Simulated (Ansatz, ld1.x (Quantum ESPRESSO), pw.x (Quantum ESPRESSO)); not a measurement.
Nb (Z = 41): does the PAW potential hold in the solid?

Nb, PAW, made with ld1.x (Quantum ESPRESSO) 7.5 (PBE, scalar-relativistic). Core [Kr], reference 4d4 5s1 5p0. Waves: 5s (bound): rcut 2.45, rcutus 3.20 bohr; 5s channel at 4.5 Ry: rcut 2.45, rcutus 3.20 bohr; 5p (bound, empty): rcut 3.35, rcutus 4.60 bohr; 5p channel at 2.5 Ry: rcut 3.35, rcutus 4.60 bohr; 4d (bound): rcut 1.95, rcutus 2.15 bohr; 4d channel at 3.9 Ry: rcut 1.95, rcutus 2.15 bohr. Local part: all-electron potential smoothed inside 2.75 bohr (lloc = -1). Core correction: Bessel-smoothed model core inside 2.20 bohr. Augmentation charge: BESSEL, radius 2.00 bohr.

Atomic tests: cutoffs needed: 21 Ry and 35 Ry (the cutoffs (Ry, on a coarse ladder) from which the occupation-weighted sum of valence levels, in a spherical-Bessel basis at the reference potential, stays within 10 and 1 mRy of its value at 400 Ry); ghost test: no extra level below or beside the all-electron valence levels (s, p, d, f tested) (spherical-Bessel basis up to 400 Ry, 20 bohr box); largest excitation error: -548 meV (all-electron minus pseudo) for 4d2 5s0 5p0, out of 7 test configurations.

Crystal test: bcc Nb in pw.x 7.5, no spin, 14³ k-points, Fermi–Dirac smearing 0.01 Ry, cutoffs 45/360 Ry. The reference is all-electron LAPW (Ansatz 0.2.0) with the same functional, mesh and smearing; V0 and B0 come from Birch–Murnaghan fits to the pressures at five volumes. Errors are pseudo minus all-electron; Δ is the rms difference of the E(V) curves that follow from these fits, minima aligned, over ±6 % about the mean V0. Mesh and smearing are coarse, so the numbers serve the comparison and aren't converged zero-temperature values; the lattice is a test structure that the element need not adopt.

```csv
V (Å³/atom),P all-electron (GPa),P pseudo (GPa)
17.270,9.63,6.63
17.725,4.62,2.19
18.179,0.16,-1.99
18.633,-3.83,-5.90
19.088,-7.38,-9.53
```

All-electron: a0 = 3.314 Å (V0 = 18.20 Å³/atom), B0 = 167.9 GPa.

Pseudopotential: mean pressure error (GPa): -2.36; a0 (Å): 3.299; a0 error (%): -0.44; B0 error (%): -1.9; Δ (meV/atom): 9.2. The largest radius (4.60 bohr) exceeds half the bond length (2.71 bohr), so the spheres overlap, which is one possible source of error among others.

Q: At the middle volume, how do free energy and pressure move when the wave cutoff is lowered (ecutrho held at 360 Ry)?

A:

```json
{"cutoff (Ry)": "20", "shift of F (meV/atom)": "+170.1", "shift of P (GPa)": "-9.57"}
{"cutoff (Ry)": "27", "shift of F (meV/atom)": "+7.8", "shift of P (GPa)": "-0.03"}
{"cutoff (Ry)": "36", "shift of F (meV/atom)": "+3.5", "shift of P (GPa)": "-0.13"}
```

The run at the middle volume (104 k-points, 16 iterations) took about 24 s on one core of a shared host (Neoverse-V1, 32 threads, 247 GiB, load 21).
